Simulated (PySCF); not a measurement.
# C4H9F (2-fluorobutane): the cost of one run

The runs use PySCF 2.14.0, with density-fitted response routines of our own; the level of theory stands in each step. All values are computed, except where a source is named. Atoms are numbered from 0 throughout.

## (1) The starting structure

14 atoms, charge 0, multiplicity 1; geometry from: GFN2-xTB. The atoms were then displaced at random by about 0.01 Å, so the start is not that level's minimum.

Bonds of the start (Å): C0–C1 1.55, C1–C2 1.54, C2–C3 1.48, C2–F4 1.39, C0–H5 1.10, C0–H6 1.06, C0–H7 1.09, C1–H8 1.10, C1–H9 1.10, C2–H10 1.08, C3–H11 1.08, C3–H12 1.14, C3–H13 1.10.

## (2) Geometry optimisation at PBE0-D3(BJ)/def2-SVP

Job settings and geometry (Å):

```
{"job": {"xc": "PBE0", "basis": "def2-SVP", "d3": "d3bj", "grid": 1, "shake": 0.01, "kind": "geom"}, "charge": 0, "multiplicity": 1}
C      1.930180    -0.275960    -0.253060
C      0.621080     0.318540     0.330670
C     -0.638530    -0.292800    -0.310700
C     -1.876480     0.327400     0.211610
F     -0.642230    -1.655140    -0.029250
H      1.979660    -0.012000    -1.319680
H      1.932160    -1.333220    -0.140180
H      2.793190     0.169570     0.243980
H      0.589850     1.408290     0.199370
H      0.595350     0.124780     1.416690
H     -0.575540    -0.227850    -1.388580
H     -1.952770     1.374730    -0.056830
H     -2.794060    -0.185010    -0.217460
H     -1.969000     0.243590     1.305670
```

The run is started by

```console
OMP_NUM_THREADS=1 python probes_run.py task.json out
```

This one command runs all jobs of the session in turn.

Q: Estimate the wall time and peak memory of this first job on 1 thread of Arm Neoverse V1, shared host.

About 32 s, with a peak of 0.48 GiB.
